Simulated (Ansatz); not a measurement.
Two isomers of C3H3NS: A = `N=C1C=CS1`, B = `C#CC(=N)S`.

Computed with Ansatz on PBE0-D4/def2-TZVP structures; ΔE is electronic, products minus reactants. CCSD(T)/CBS is the MP2 limit (def2-TZVPP, def2-QZVPP) plus CCSD(T) − MP2 in def2-TZVPP, frozen cores. DFT in def2-TZVPP. B3LYP here is the variant with VWN-RPA as its local correlation; programs differ in this. One conformer a species, not always the lowest.

Problem. Which isomer does CCSD(T)/CBS put lower? Give the gap. (Best estimate.)

Solution. The calculation gave: A, by 61.6 kJ/mol.

Problem. Give E(B) − E(A) in kJ/mol with B3LYP, HF/def2-TZVPP, CCSD(T)/def2-SVP, CCSD(T)/def2-TZVPP, PBE0-D4, MP2/def2-TZVPP, B2PLYP. (An estimate is asked.)

Solution. Ansatz gave: B3LYP 55.0, HF/def2-TZVPP 44.8, CCSD(T)/def2-SVP 53.9, CCSD(T)/def2-TZVPP 59.8, PBE0-D4 80.7, MP2/def2-TZVPP 57.4, B2PLYP 54.9. None reverses the order clearly.

Problem. Does the order hold for the free energy at 298.15 K (harmonic terms from PBE0-D4)? (An estimate is asked.)

Solution. Ansatz gave: Yes: G(B) − G(A) = +48.1 kJ/mol, for one conformer each.

Largest T1 diagnostic: 0.015.

From r2SCAN to r2SCAN0 (25 % exact exchange), in def2-TZVPP and without D4, E(B) − E(A) moves by +3.9 kJ/mol. In def2-TZVPP, CCSD(T) changes the Hartree–Fock value by +15.0 kJ/mol (the triples alone add +4.0 kJ/mol) and MP2 by +12.6 kJ/mol.
